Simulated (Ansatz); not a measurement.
**BSi+ (triplet): the correlation ladder at distance Si1–B2 = 2.301 Å, cc-pVDZ**

How much of the correlation energy of BSi+ (triplet) does each wave-function method recover here?

The runs use Ansatz 0.2.0, Gaussian basis; cc-pVDZ, core rule «outside noble gas», up to 6 orbitals frozen.

Plan: UHF; CCSD(T) on ROHF; CCSD(T) on UHF; BCCD(T) on ROHF; CISD; CCSDT(Q) on ROHF; CCSDT(Q) on UHF; CASSCF and MRCISD+Q, 4 electrons in 4 orbitals; CASSCF and NEVPT2, 4 electrons in 4 orbitals; CASSCF and MRCISD+Q, 6 electrons in 8 orbitals; CASSCF and NEVPT2, 6 electrons in 8 orbitals; Full CI.

17 further runs of the same task are left out: 1 for a known fault of the program, 13 that didn't finish, 3 set aside as unsound or not needed.

### Step 1. The system

The geometry derives from a PBE0/def2-TZVP stationary point (not a proven minimum). One bond is set to the value named and the two fragments are kept rigid.

2 atoms, charge 1, spin multiplicity 3.

Atoms are counted from 1 here; the program's logs count them from 0.

No contacts short enough for the rule that draws bonds.

Coordinates:

```csv
atom,x (Å),y (Å),z (Å)
Si1,0.0000,0.0000,0.0000
B2,0.0000,0.0000,2.3010
```

### Step 2. UHF

File in.yaml:

```yaml
crystal:
  periodic: [false, false, false]
  atoms:
    - {symbol: Si, position_ang: [0.000000, 0.000000, 0.000000]}
    - {symbol: B, position_ang: [0.000000, 0.000000, 2.301000]}
basis:
  gaussian: {orbitals: cc-pVDZ}
total_charge: 1
magnetization: {spin_polarized: true, initial_magnetization: 2}
hamiltonian: {xc: hf}
output: {orbitals: {seedname: orbitals}}
```

Started as:

```bash
$ ansatz run in.yaml --threads 1 --pin off --events-out ev --progress --plain --max-ram 2393MiB
```

After this run come: CCSD(T) on ROHF; CCSD(T) on UHF; BCCD(T) on ROHF; CISD; CCSDT(Q) on ROHF; CCSDT(Q) on UHF; CASSCF and MRCISD+Q, 4 electrons in 4 orbitals; CASSCF and NEVPT2, 4 electrons in 4 orbitals; CASSCF and MRCISD+Q, 6 electrons in 8 orbitals; CASSCF and NEVPT2, 6 electrons in 8 orbitals; Full CI.

**Question.** What will the summary of the whole plan be? Wanted: FCI below the RHF energy; RMP2 from FCI; UMP2 from FCI; RCCSD from FCI; RCCSD(T) from FCI; UCCSD(T) from FCI; RCCSDT(Q) from FCI; UCCSDT(Q) from FCI; NEVPT2 valence from FCI.

The runs gave:

| quantity | value |
| --- | --- |
| FCI below the RHF energy | -3.8001 eV |
| RMP2 from FCI | +122.3 kJ/mol |
| UMP2 from FCI | +123.4 kJ/mol |
| RCCSD from FCI | +19.8 kJ/mol |
| RCCSD(T) from FCI | +5.8 kJ/mol |
| UCCSD(T) from FCI | +5.7 kJ/mol |
| RCCSDT(Q) from FCI | +0.1 kJ/mol |
| UCCSDT(Q) from FCI | 0.0 kJ/mol |
| NEVPT2 valence from FCI | +42.8 kJ/mol |
| MRCISD+Q valence from FCI | -1.2 kJ/mol |
| levels within 1 kcal/mol (43 meV) | RCCSDT, UCCSDT, RCCSDT(Q), UCCSDT(Q), MRCISD+Q valence |
| T1 diagnostic | 0.056 |
| effectively unpaired electrons | 2.14 |

**Reading.** RCCSD(T) misses by +5.8 kJ/mol, 1.6 % of the correlation energy. MRCISD+Q valence falls below full CI: the +Q correction isn't variational, and the cores differ from full CI's. The occupations are near whole numbers, but T1 = 0.056 shows that the orbitals relax strongly. Of the multireference levels listed MRCISD+Q valence comes nearest in total energy (-1.2 kJ/mol), which doesn't show that its space is the better one. These misses are within one basis, not against nature; the frozen cores of restricted and unrestricted runs differ, which can shift their rows.
